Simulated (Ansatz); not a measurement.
# BHOSi: the cost of one run

The runs use Ansatz 0.2.0, Gaussian basis; the settings change from run to run.

13 further runs of the same task are left out: 12 that didn't finish, 1 set aside as unsound or not needed.

### Step 1. The geometry

The geometry derives from a PBE0/def2-TZVP stationary point (not a proven minimum). One bond is set to the value named and the two fragments are kept rigid.

4 atoms, charge 0, spin multiplicity 3.

Atoms are counted from 1 here; the program's logs count them from 0.

Bond lengths: B1–O2 1.301 Å, B1–H4 1.196 Å. Angles: O2–B1–H4 128.4°.

As a file:

```xyz
4

B     0.0000   -0.3136    1.5577
O     0.0000   -0.1956    0.2618
Si    0.0000   -0.0429   -4.2026
H     0.0000    0.5521    2.3831
```

### Step 2. CCSDT(Q) on UHF/STO-3G

in.yaml reads:

```yaml
crystal:
  periodic: [false, false, false]
  atoms:
    - {symbol: B, position_ang: [0.000003, -0.313593, 1.557678]}
    - {symbol: O, position_ang: [-0.000027, -0.195609, 0.261786]}
    - {symbol: Si, position_ang: [0.000029, -0.042912, -4.202604]}
    - {symbol: H, position_ang: [-0.000005, 0.552114, 2.383141]}
basis:
  gaussian: {orbitals: STO-3G}
magnetization: {spin_polarized: true, initial_magnetization: 2}
correlation: {method: ccsdt_q, electrons: all}
```

On the command line:

```
ansatz run in.yaml --threads 1 --pin off --events-out ev --progress --plain --max-ram 2393MiB
```

What time and memory should one allow on 1 thread of Intel Xeon at 2.50GHz, shared host?

About 33 s, with a peak of 0.29 GiB.
